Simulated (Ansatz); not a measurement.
# CH5OSi+ (SMILES CO[SiH2+]): single points off equilibrium

The task here is to estimate one member of a computed series from the others.

Program: Ansatz 0.2.0, Gaussian basis. Level of theory: single points in def2-TZVPP. These are calculated values, not measurements.

Cores are frozen in the correlated methods. B3LYP uses VWN-RPA correlation.

## Starting geometry

SMILES `CO[SiH2+]`, 8 atoms, charge 1, spin multiplicity 1.

Atoms are counted from 1 here; the program's logs count them from 0.

Bond lengths: C1–O2 1.421 Å, C1–H4 1.171 Å, C1–H5 1.049 Å, C1–H6 1.058 Å, O2–Si3 1.566 Å, Si3–H7 1.425 Å, Si3–H8 1.471 Å. Angles: O2–C1–H4 103.0°, O2–C1–H5 106.7°, O2–C1–H6 108.1°, H4–C1–H5 109.7°, H4–C1–H6 115.8°, H5–C1–H6 112.6°, C1–O2–Si3 175.8°, O2–Si3–H7 117.4°, O2–Si3–H8 116.0°, H7–Si3–H8 126.6°.

Geometry (Å):

```xyz
8

C    -0.5834    1.1315   -0.4126
O     0.0117   -0.0821    0.0264
Si    0.7572   -1.3582    0.5442
H    -1.1468    0.8117   -1.3875
H     0.2023    1.7827   -0.6553
H    -1.1910    1.5021    0.3708
H     1.9861   -1.1632    1.2392
H     0.0856   -2.6433    0.2942
```

The first run:

Input file run/in.yaml:

```yaml
crystal:
  periodic: [false, false, false]
  atoms:
    - {symbol: C, position_ang: [-0.583400, 1.131500, -0.412600]}
    - {symbol: O, position_ang: [0.011700, -0.082100, 0.026400]}
    - {symbol: Si, position_ang: [0.757200, -1.358200, 0.544200]}
    - {symbol: H, position_ang: [-1.146800, 0.811700, -1.387500]}
    - {symbol: H, position_ang: [0.202300, 1.782700, -0.655300]}
    - {symbol: H, position_ang: [-1.191000, 1.502100, 0.370800]}
    - {symbol: H, position_ang: [1.986100, -1.163200, 1.239200]}
    - {symbol: H, position_ang: [0.085600, -2.643300, 0.294200]}
basis:
  gaussian: {orbitals: def2-TZVPP}
total_charge: 1
correlation: {method: ccsd_t}
output: {forces: true}
```

The command line of these runs was not kept.

Among the steps run: CCSD(T)/def2-TZVPP; PBE0-D4/def2-TZVPP; wB97M-V/def2-TZVPP; r2SCAN-D4/def2-TZVPP; PBE-D4/def2-TZVPP; r2SCANh-D4/def2-TZVPP; B3LYP-D4/def2-TZVPP.

One of the session's tables, all rows but one given; the rest of the session is left out.

| method | RMS force component (eV/Å) | angle to CCSD(T) forces (°) |
| --- | --- | --- |
| CCSD(T) | 1.190 | reference |
| PBE0-D4 | 1.201 | 6.8 |
| wB97M-V | 1.189 | 1.9 |
| r2SCAN-D4 | ? | ? |
| PBE-D4 | 1.114 | 12.0 |
| r2SCANh-D4 | 1.205 | 3.8 |
| B3LYP-D4 | 1.171 | 2.0 |

Q: Estimate the row for r2SCAN-D4 from the others.

The run gave: RMS force component (eV/Å): 1.178; angle to CCSD(T) forces (°): 3.6. In the column «RMS force component (eV/Å)» it lies between B3LYP-D4 (1.171) and wB97M-V (1.189).
